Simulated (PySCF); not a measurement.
Species: BTD, C6H4N2S.
Z-matrix (Å and degrees, GFN2-xTB geometry), rows numbered from 1:
```
C 
C   1  1.4115
C   2  1.3666  1  121.84
C   3  1.4050  2  117.95  1    -0.11
N   4  1.3344  3  127.78  2  -179.93
S   5  1.6061  4  108.55  3   179.92
N   6  1.6061  5   98.87  4     0.01
C   7  1.3345  6  108.56  5    -0.00
C   1  1.3666  2  121.86  3     0.08
H   1  1.0799  2  118.51  3  -179.87
H   2  1.0799  1  118.51  3   179.98
H   3  1.0781  2  122.37  1   179.85
H   9  1.0781  1  122.37  2  -179.90
```

Level of theory: CAM-B3LYP/def2-SVPD in PySCF (dipole) on a GFN2-xTB geometry, gas phase.

Masses are those of the commonest isotopes; rigid-rotor values at the optimised geometry. 

(1) What are A, B and C (MHz)?

(2) Classify the top.

(3) Is it planar, by Δ = Ic − Ia − Ib?

(4) Give the coordinates in the principal-axis frame, origin at the centre of mass.

(5) Predict some low-J microwave lines.

(6) Estimate the classical rotational partition function at 50 K, 100 K and 500 K.

## Answers

(1) Ia = 130.61, Ib = 404.17, Ic = 534.78 u·Å²; 505379 MHz·u·Å²/I gives A = 3869, B = 1250, C = 945.0 MHz.

(2) An asymmetric top; Ray's κ = -0.791.

(3) Planar: Δ = Ic − Ia − Ib = 0.00 u·Å². For a rigid frame Δ = −2 Σ m c², so it vanishes when all atoms lie in the ab plane; here none is more than 0.01 Å from it.

(4) The sense of each axis is arbitrary; atoms in the order of the calculation.
```tsv
atom	mass (u)	a (Å)	b (Å)	c (Å)
C1	12.000	-2.466	0.706	0.000
C2	12.000	-2.466	-0.706	-0.001
C3	12.000	-1.305	-1.427	0.000
C4	12.000	-0.091	-0.720	0.001
N5	14.003	1.147	-1.220	0.001
S6	31.972	2.191	0.000	0.000
N7	14.003	1.147	1.220	-0.001
C8	12.000	-0.091	0.720	0.000
C9	12.000	-1.305	1.427	0.001
H10	1.008	-3.415	1.221	0.001
H11	1.008	-3.415	-1.221	-0.003
H12	1.008	-1.295	-2.505	0.002
H13	1.008	-1.295	2.505	0.004
```

(5) The dipole components are |μa| = 1.81 D, |μb| = 0.00 D, |μc| = 0.00 D; the symmetry axis of this C2v structure is a, so μb and μc vanish by symmetry and there are no b-type or c-type lines. Some lines, for components of 0.1 D or more:

```tsv
type	branch	J(Ka,Kc)	MHz	lower level (cm⁻¹)
a	Q	1(1,0) ← 1(1,1)	305	0.161
a	Q	2(1,1) ← 2(1,2)	916	0.297
a	R	1(0,1) ← 0(0,0)	2195	0.000
a	R	2(1,2) ← 1(1,1)	4086	0.161
a	R	2(0,2) ← 1(0,1)	4366	0.073
a	R	2(1,1) ← 1(1,0)	4696	0.171
```

(6) Point group C2v, symmetry number σ = 2; q = (√π/σ)·√((kT/h)³/(ABC)), k/h = 20836.6 MHz/K: 13900 at 50 K, 39400 at 100 K, 441000 at 500 K.

Stationary, but not proved a minimum. No vibrational averaging or centrifugal distortion is included, and the geometry carries the error of its method. Quadrupole hyperfine structure (14N) is left out.

Time: 47 s wall. Hardware: Arm Neoverse V2, one thread (shared host). This is the CAM-B3LYP/def2-SVPD job that gave the dipole, with the excitations it also computed.
